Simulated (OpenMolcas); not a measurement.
# H2S2 (SMILES SS) at CCSD(T)/def2-SVP

Aim: the energy change on altering one bond length of H2S2 at CCSD(T)/def2-SVP, from 2 runs. 

Program for the calculation: OpenMolcas 26.06.

6 further runs of the same task are left out: 6 set aside as unsound or not needed.

## 1. Starting point

H2S2: 4 atoms, total charge 0, spin state singlet. SMILES: `SS`. The shape is that of a PBE0-D4/def2-TZVP optimisation.

Bond lengths: S1–S2 2.046 Å, S1–H3 1.347 Å, S2–H4 1.347 Å. Angles: S1–S2–H4 98.6°, S2–S1–H3 98.6°.

## 2. The energy at CCSD(T)/def2-SVP

The input, geom.xyz:

```xyz
4

S      0.784480    -0.789210     0.166690
S      0.060220     1.121560     0.067360
H     -0.225420    -1.352590     0.856880
H     -0.619290     1.020250    -1.090950
```

The input, job.inp:

```
* H2S2 CCSD(T)
>>> EXPORT MOLCAS_PRINT=2
&GATEWAY
BasLib = $CurrDir
Coord = geom.xyz
Basis = def2-SVP
Group = NoSym
&SEWARD
&SCF
PrOrbitals = 0
&RASSCF
FileOrb = $Project.ScfOrb
Spin = 1
Nactel = 0 0 0
Inactive = 17
Ras2 = 0
OutOrbitals = Canonical
OrbListing = Nothing
&MOTRA
JobIph
Frozen = 0
&CCSDT
CCT
Triples = 2
Iterations = 50
Extrapolation = 5 4
```

The basis set def2-SVP is read from a file made from the Basis Set Exchange's data (not shown).

Launch:

```console
export MOLCAS_MEM=1860
pymolcas job.inp > job.log
```

Output:

```text
--- Start Module: gateway ---
[...]
--- Stop Module: gateway /rc=_RC_ALL_IS_WELL_ ---
[...]
      Basis functions           46
[...]
       Convergence after  10 Iterations
[...]
::    Total SCF energy                               -795.9654713960
[...]
      Total spin, S                                     0.0000000000
[...]
      Number of active orbitals                  0
[...]
      Spin quantum number                      0.0
[...]
      Active orbitals                            0
[...]
      Number of CSFs                             1
[...]
      Number of root(s) required                 1
[...]
      Convergence after  4 iterations
[...]
      Natural orbitals and occupation numbers for root  1
      ************************************************************************************************************************
      *                                                    Final results                                                     *
      ************************************************************************************************************************
[...]
::    RASSCF root number  1 Total energy:   -795.96547140
[...]
      Total electronic charge=   34.000000
      Total            charge=   -0.000000
[...]
      Dipole Moment (debye):
      Origin of the operator (angstrom)=    0.3965    0.1560    0.1099
                   X= -1.3635E+00               Y= -5.3647E-01               Z= -3.7781E-01           Total=  1.5132E+00
      Quadrupole Moment (debye*angstrom):
[...]
--- Start Module: motra ---
[...]
      *** WARNING: Default frozen orbitals is overwritten by user input.
      *** Default values:  10
[...]
--- Stop Module: motra /rc=_RC_ALL_IS_WELL_ ---
--- Start Module: ccsdt ---
[...]
      Convergence after                    13  Iterations
      Total energy (diff) :    -796.28034905      -0.00000004
[...]
 METHOD                       : CCSD+T(CCSD)+<T3(1)WT1> = CCSD(T)
[...]
       CCSD     =      -796.2803490473456
[...]
--- Stop Module: ccsdt /rc=_RC_ALL_IS_WELL_ ---
[...]
```

It took 11 s on 1 thread of Arm Neoverse V1, shared host; peak memory 0.38 GiB.

## 3. The distorted shape, same level

The input, geom.xyz:

```xyz
4

S      0.954352    -0.763883     0.456258
S      0.230092     1.146887     0.356928
H     -0.055548    -1.327263     1.146448
H     -0.619290     1.020250    -1.090950
```

The input, job.inp:

```
&gateway
  baslib=$CurrDir
  coord=geom.xyz
  basis=def2-SVP
  group=NoSym

&seward

&scf
  prorbitals=0

&rasscf
  fileorb=$Project.ScfOrb
  spin=1
  nactel=0 0 0
  inactive=17
  ras2=0
  outorbitals=Canonical
  orblisting=Nothing

&motra
  jobiph
  frozen=0

&ccsdt
  cct
  triples=2
  iterations=50
  extrapolation=5 4
```

The basis set def2-SVP is read from a file made from the Basis Set Exchange's data (not shown).

Launch:

```console
export MOLCAS_MEM=1860
pymolcas job.inp > job.log
```

Output:

```text
--- Start Module: gateway ---
[...]
--- Stop Module: gateway /rc=_RC_ALL_IS_WELL_ ---
[...]
      Basis functions           46
[...]
       Convergence after  11 Iterations
[...]
::    Total SCF energy                               -795.9280770014
[...]
      Total spin, S                                     0.0000000000
[...]
      Number of active orbitals                  0
[...]
      Spin quantum number                      0.0
[...]
      Active orbitals                            0
[...]
      Number of CSFs                             1
[...]
      Number of root(s) required                 1
[...]
      Convergence after  4 iterations
[...]
      Natural orbitals and occupation numbers for root  1
      ************************************************************************************************************************
      *                                                    Final results                                                     *
      ************************************************************************************************************************
[...]
::    RASSCF root number  1 Total energy:   -795.92807700
[...]
      Total electronic charge=   34.000000
      Total            charge=   -0.000000
[...]
      Dipole Moment (debye):
      Origin of the operator (angstrom)=    0.5638    0.1810    0.3950
                   X= -1.2196E+00               Y= -6.4761E-01               Z= -1.9276E-01           Total=  1.3943E+00
      Quadrupole Moment (debye*angstrom):
[...]
--- Start Module: motra ---
[...]
      *** WARNING: Default frozen orbitals is overwritten by user input.
      *** Default values:  10
[...]
--- Stop Module: motra /rc=_RC_ALL_IS_WELL_ ---
--- Start Module: ccsdt ---
[...]
      Convergence after                    14  Iterations
      Total energy (diff) :    -796.24878302      -0.00000006
[...]
 METHOD                       : CCSD+T(CCSD)+<T3(1)WT1> = CCSD(T)
[...]
       CCSD     =      -796.2487830226214
[...]
--- Stop Module: ccsdt /rc=_RC_ALL_IS_WELL_ ---
[...]
```

It took 12 s on 1 thread of Arm Neoverse V1, shared host; peak memory 0.38 GiB.

## 4. Summary of results

Level: CCSD(T)/def2-SVP.

```
                                                         quantity          value
                                        first shape: total energy  -796.28874 Eh
                  first shape: dipole moment (mean-field density)         1.51 D
                 first shape: HOMO energy (Hartree–Fock orbitals)      -10.34 eV
                 first shape: LUMO energy (Hartree–Fock orbitals)        3.63 eV
               first shape: HOMO–LUMO gap (Hartree–Fock orbitals)       13.97 eV
                                  first shape: correlation energy     -323.3 mEh
                                      first shape: (T) correction      -8.39 mEh
                                    distorted shape: total energy  -796.25834 Eh
              distorted shape: dipole moment (mean-field density)         1.39 D
             distorted shape: HOMO energy (Hartree–Fock orbitals)      -10.20 eV
             distorted shape: LUMO energy (Hartree–Fock orbitals)        2.40 eV
           distorted shape: HOMO–LUMO gap (Hartree–Fock orbitals)       12.60 eV
                              distorted shape: correlation energy     -330.3 mEh
                                  distorted shape: (T) correction      -9.55 mEh
energy change with the S2–H4 bond stretched from 1.347 to 1.683 Å       0.827 eV
```

What this shows: With the S2–H4 bond stretched from 1.347 to 1.683 Å the energy rises by 0.83 eV (79.8 kJ/mol). The first shape isn't relaxed at this level, so the change isn't measured from a minimum. The triples (first shape) make up 2.6 % of the correlation energy. Mulliken charges (distorted shape) of the mean-field density run from -0.10 on S2 to +0.09 on H3; they depend strongly on the basis. The triples (distorted shape) make up 2.9 % of the correlation energy.
